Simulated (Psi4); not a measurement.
Computed with SAPT0/jun-cc-pVDZ, frozen core (Psi4).

Psi4 input:

```
molecule {
0 1
C 1.16337329 -0.76089290 -0.00207044
C -0.07732384 -1.38858362 0.00803260
C -1.24089713 -0.62742351 0.01009480
C -1.16331648 0.76085635 0.00207034
C 0.07732535 1.38865139 -0.00803298
C 1.24083643 0.62739152 -0.01009430
H 2.06937594 -1.35330562 -0.00367709
H -0.13729409 -2.46940670 0.01427266
H -2.20704712 -1.11558949 0.01794142
H -2.06931706 1.35326676 0.00367697
H 0.13730190 2.46947706 -0.01427307
H 2.20698281 1.11555877 -0.01794092
--
0 1
C -0.16085770 0.43791399 -3.32648312
C -1.54343755 0.28994753 -3.32404690
C -2.10595298 -0.98155664 -3.31285382
C -1.28581586 -2.10436691 -3.30411884
C 0.09677434 -1.95651807 -3.30655406
C 0.65918331 -0.68496401 -3.31774747
H 0.27727736 1.42774122 -3.33519725
H -2.18158220 1.16432680 -3.33084470
H -3.18224839 -1.09730599 -3.31093524
H -1.72395042 -3.09419108 -3.29540471
H 0.73492568 -2.83089609 -3.29975630
H 1.73547637 -0.56921769 -3.31966601
units angstrom
symmetry c1
no_reorient
no_com
}
set basis jun-cc-pvdz
set scf_type df
set freeze_core true
energy('sapt0')
```

Part of the output:

```
    SAPT Results
  --------------------------------------------------------------------------------------------------------
    Electrostatics                 -6.37225223 [mEh]      -3.99864864 [kcal/mol]     -16.73034592 [kJ/mol]
      Elst10,r                     -6.37225223 [mEh]      -3.99864864 [kcal/mol]     -16.73034592 [kJ/mol]

    Exchange                       21.43500697 [mEh]      13.45066994 [kcal/mol]      56.27760304 [kJ/mol]
      Exch10                       21.43500697 [mEh]      13.45066994 [kcal/mol]      56.27760304 [kJ/mol]
      Exch10(S^2)                  21.35434989 [mEh]      13.40005686 [kcal/mol]      56.06583792 [kJ/mol]

    Induction                      -1.74549290 [mEh]      -1.09531333 [kcal/mol]      -4.58279098 [kJ/mol]
      Ind20,r                      -8.95779747 [mEh]      -5.62110278 [kcal/mol]     -23.51869401 [kJ/mol]
      Exch-Ind20,r                  8.50499910 [mEh]       5.33696751 [kcal/mol]      22.32987207 [kJ/mol]
      delta HF,r (2)               -1.29269454 [mEh]      -0.81117807 [kcal/mol]      -3.39396904 [kJ/mol]

    Dispersion                    -15.96685730 [mEh]     -10.01935422 [kcal/mol]     -41.92097806 [kJ/mol]
      Disp20                      -19.13277339 [mEh]     -12.00599656 [kcal/mol]     -50.23308961 [kJ/mol]
      Exch-Disp20                   3.16591609 [mEh]       1.98664234 [kcal/mol]       8.31211155 [kJ/mol]
      Disp20 (SS)                  -9.56638669 [mEh]      -6.00299828 [kcal/mol]     -25.11654481 [kJ/mol]
      Disp20 (OS)                  -9.56638669 [mEh]      -6.00299828 [kcal/mol]     -25.11654481 [kJ/mol]
      Exch-Disp20 (SS)              1.86890560 [mEh]       1.17275597 [kcal/mol]       4.90681099 [kJ/mol]
      Exch-Disp20 (OS)              1.29701049 [mEh]       0.81388637 [kcal/mol]       3.40530056 [kJ/mol]

  Total HF                         13.31726184 [mEh]       8.35670797 [kcal/mol]      34.96446615 [kJ/mol]
  Total SAPT0                      -2.64959546 [mEh]      -1.66264625 [kcal/mol]      -6.95651192 [kJ/mol]
```
